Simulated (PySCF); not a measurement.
# Na2 (Na2): the cost of one run

Programs: PySCF 2.14.0, with routines of our own; each step states its level. All values are computed. Atoms count from 0.

### Step 1. The starting structure

2 atoms, charge 0, multiplicity 1; geometry from: GFN2-xTB.

### Step 2. Geometry optimisation at PBE/def2-TZVP

The job: settings as JSON, then the geometry in Å.

```
{"job": {"xc": "PBE", "basis": "def2-TZVP", "grid": 1, "kind": "geom"}, "charge": 0, "multiplicity": 1}
Na     1.367533    -0.002630    -0.003156
Na    -1.364777     0.003898    -0.010993
```

The run is started by

```console
OMP_NUM_THREADS=1 python excited_run.py task.json out
```

This one command runs all jobs of the session in turn.

Q: Estimate the wall time and peak memory of this first job on 1 thread of Arm Neoverse N1, shared host.

About 4.8 s, with a peak of 0.29 GiB.
